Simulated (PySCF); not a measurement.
## Löwdin shares of the frontier orbitals

Compound: chlorotrifluoromethane, CClF3.
Atom-mapped SMILES: `[F:1][C:2]([F:3])([F:4])[Cl:5]`

Geometry (GFN2-xTB, Å), atoms numbered from 1 in this order:
```
atom  x, y, z in Å
F1    -0.4932   -0.8065   -0.9667
C2    -0.0723    0.0063   -0.0122
F3    -0.4074    1.2419   -0.3438
F4    -0.7032   -0.3074    1.1069
Cl5    1.6847   -0.1316    0.1987
```

Method used: TDDFT B3LYP/def2-SVPD, vertical, gas phase, core orbitals frozen in the response (PySCF).

Frontier orbitals with the atoms that hold most of them (Löwdin shares over 4%, at most four atoms; ? is withheld):

```tsv
orbital	ε (eV)	atoms
HOMO-3	-12.38	F3 33%, F1 33%, F4 33%
HOMO-2	-12.06	Cl5 40%, F1 17%, F3 17%, F4 17%
HOMO-1	-9.90	Cl5 84%, C2 6%, F3 5%
HOMO	-9.90	Cl5 84%, C2 6%, F1 5%
LUMO	?	?
LUMO+1	0.60	Cl5 37%, C2 28%, F4 12%, F1 12%
LUMO+2	1.56	Cl5 66%, F4 11%, F3 11%, F1 11%
```

Task: Which atoms hold the LUMO, and with what shares?

Result: Cl5 (bonded to C) 59%; C2 (bonded to Cl and 3 F) 28%; F4 (bonded to C) 4%; F3 (bonded to C) 4%. By element: chlorine 59%, carbon 28%, fluorine 8% or more.

Task: What is the LUMO energy, and the HOMO–LUMO gap?

Result: ε(LUMO) = -0.75 eV; the gap is 9.15 eV (0.3362 hartree).

Within 0.005 eV of a neighbour in this list lie HOMO-1/HOMO (point group found: C3v); within a degenerate set the shares of single atoms can hang on how the components are chosen.

Task: The HOMO–LUMO gap is 9.15 eV. Where does the response calculation put the lowest singlet, and from which orbitals?

Result: S1 is at 7.71 eV (f = 0.0004), 1.44 eV below the gap, made of HOMO-1/HOMO→LUMO (98%). S1/S2 lie within about 0.01 eV of each other. 

Next come S2 at 7.71 eV (f 0.0004), HOMO-1/HOMO→LUMO (98%); S3 at 9.51 eV (f 0.074), HOMO-1/HOMO→LUMO+1 (≥96%); S4 at 9.51 eV (f 0.074), HOMO-1/HOMO→LUMO+1 (≥96%); S5 at 10.28 eV (f 0.0000), HOMO-3→LUMO (99%).

Orbitals of the list HOMO-3 to LUMO+2 that lie within 0.01 eV of each other are written together with a slash and their weights summed (≥ marks a lower bound); for degenerate orbitals outside that list single weights are arbitrary.

Löwdin shares depend on the basis, the more so with diffuse functions.
